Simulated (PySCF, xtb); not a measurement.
C4H9, SMILES C[C+](C)C, charge +1.

Coordinates come from a PBE-D3(BJ)/def2-SVP optimisation. The geometry has at least one imaginary mode, so it is a saddle point at that level.

Computed with C-PCM-ωB97X/def2-SVP (PySCF 2.14.0).

The values are the electrostatic part of the solvation free energy, E(continuum) − E(gas) at the gas-phase geometry, in a cavity of scaled van der Waals radii (PySCF's table); cavitation and dispersion terms are not included. In vacuum the orbital gap is 12.43 eV.

Task: Estimate the values in water (ε = 78.36), toluene (ε = 2.37), cyclohexanone (ε = 15.62). (Estimate from the structure and the level; the computed values follow.)

Result: 
```json
[
 {"solvent": "water", "ε": "78.36", "ΔG(elec) (kcal/mol)": "-58.8", "gap (eV)": "12.50"},
 {"solvent": "toluene", "ε": "2.37", "ΔG(elec) (kcal/mol)": "-34.4", "gap (eV)": "12.47"},
 {"solvent": "cyclohexanone", "ε": "15.62", "ΔG(elec) (kcal/mol)": "-55.8", "gap (eV)": "12.50"}
]
```

For comparison, GFN2-xTB/ALPB(water) (xtb, at the GFN2-xTB geometry, all terms of that model) gives -58.7 kcal/mol.
